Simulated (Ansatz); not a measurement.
The first iterations of a band of C2H8Si + H (12 atoms, charge 0, multiplicity 2).

Method: UKS PBE-D4/6-31G* (Ansatz 0.2.0).

| Quantity | Value |
| --- | --- |
| movable images | 5 |
| climbing image | yes |
| spring | 5.0 eV/Å² |
| optimiser | quadratic models (default) |
| start path | through a guess of the saddle point |
| force threshold | 0.03 eV/Å |
| iteration limit | 60 |
| end points | relaxed |

First end point:

```xyz
12
Properties=species:S:1:pos:R:3
H 0.729 -1.046 1.078
Si -0.297 -0.485 0.129
C 0.460 -0.325 -1.600
C -0.915 1.184 0.779
H 2.738 -1.595 2.666
H -1.443 -1.461 0.086
H 1.319 0.368 -1.592
H 0.816 -1.301 -1.970
H -0.279 0.062 -2.322
H -0.088 1.912 0.845
H -1.355 1.080 1.785
H -1.686 1.607 0.114
```

Last end point:

```xyz
12
Properties=species:S:1:pos:R:3
H 1.887 -1.323 1.998
Si -0.511 -0.502 -0.001
C 0.387 -0.323 -1.666
C -0.982 1.182 0.744
H 2.490 -1.416 2.440
H -1.744 -1.360 -0.165
H 1.318 0.258 -1.554
H 0.650 -1.309 -2.083
H -0.254 0.198 -2.402
H -0.087 1.803 0.916
H -1.500 1.057 1.709
H -1.656 1.735 0.064
```

| iteration | highest image above the first end (eV) | largest band force component (eV/Å) |
| --- | --- | --- |
| 1 | 0.281 | 1.912 |
| 2 | 0.052 | 0.556 |

Question: Does the band converge within its limit, and where does its top end?

Answer: The forces met the threshold. It ended after 6 iterations with the highest image 0.038 eV above the first end. A vibrational analysis at the climbing image gives one clearly imaginary mode, 431i cm⁻¹: a first-order saddle point.

Run time: 65 s on 2 threads of Intel(R) Xeon(R) Platinum 8259CL CPU @ 2.50GHz (Skylake/Cascade Lake), with other jobs on the host, peak memory 0.15 GiB.
